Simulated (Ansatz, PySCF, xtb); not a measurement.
Barrier height from CH4FO, charge -1 to the transition structure CH4FO, without zero-point energy, on the benchmark's geometries as Psi4's copy of the set gives them.
Transition structure (charge -1, multiplicity 1, Z-matrix in Å and degrees):
```
C
H 1 1.0701
H 1 1.0702 2 120.50
H 1 1.0702 2 119.41 3 170.28
F 1 1.7599 2 92.49 4 95.38
O 1 1.9858 2 88.45 4 -82.97
H 6 0.9604 1 104.34 2 -60.90
```

Open shells are unrestricted; no spin–orbit coupling.

Correlated levels freeze the cores.

Codes used: Ansatz (a program for electronic structure); PySCF for the dispersion terms; xtb for the GFN methods. 

```tsv
level	barrier height (eV)
GFN2-xTB	1.843
BLYP/def2-TZVPPD	1.725
r2SCAN/def2-TZVPPD	1.923
B3LYP-D4/def2-TZVPPD	1.956
PBE0-D3(BJ)/def2-TZVPPD	2.109
CAM-B3LYP-D3(BJ)/def2-TZVPPD	2.092
MP2/cc-pVDZ	?
SCS-MP2/aug-cc-pVDZ	1.980
CCSD(T)/aug-cc-pVTZ	?
```

What belongs in the gaps?


- MP2/cc-pVDZ, barrier height (eV): 2.515
- CCSD(T)/aug-cc-pVTZ, barrier height (eV): 2.033
